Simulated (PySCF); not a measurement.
Species: formyl fluoride, CHFO.
Z-matrix (Å and degrees, PBE0-D3(BJ)/def2-SVP geometry), rows numbered from 1:
```
O 
C   1  1.1773
F   2  1.3286  1  123.23
H   2  1.1083  1  127.22  3  -179.93
```

The closed-shell ground state was solved at several levels (PySCF, density fitting, gas phase, non-relativistic).

| level | basis functions | HOMO (eV) | LUMO (eV) | gap (eV) | dipole (D) |
| --- | --- | --- | --- | --- | --- |
| B3LYP/def2-SVPD | 74 | -9.39 | -1.42 | 7.97 | 2.11 |
| PBE0/pcSseg-1 | 56 | -9.45 | -0.77 | 8.68 | 2.14 |
| B3LYP/pcJ-1 | 91 | -9.18 | -1.09 | 8.09 | 2.13 |

Question: Estimate the row for KT3/pcSseg-2, a basis of 122 functions; the other rows only guide the guess.

Answer: HOMO -7.99 eV, LUMO -2.07 eV, gap 5.92 eV, dipole 2.00 D.

Question: Over all these levels, which gives the widest orbital gap and which the narrowest?

Answer: PBE0/pcSseg-1 (global hybrid, 25 % exact exchange) has the widest, 8.68 eV, and KT3/pcSseg-2 (GGA) the narrowest, 5.92 eV. Functional and basis both differ between the two, so the spread mixes both effects.

Question: How far do the dipole and the HOMO energy spread over the levels?

Answer: The dipole runs from 2.00 to 2.14 D (mean 2.10 D) and the HOMO from -9.45 to -7.99 eV.
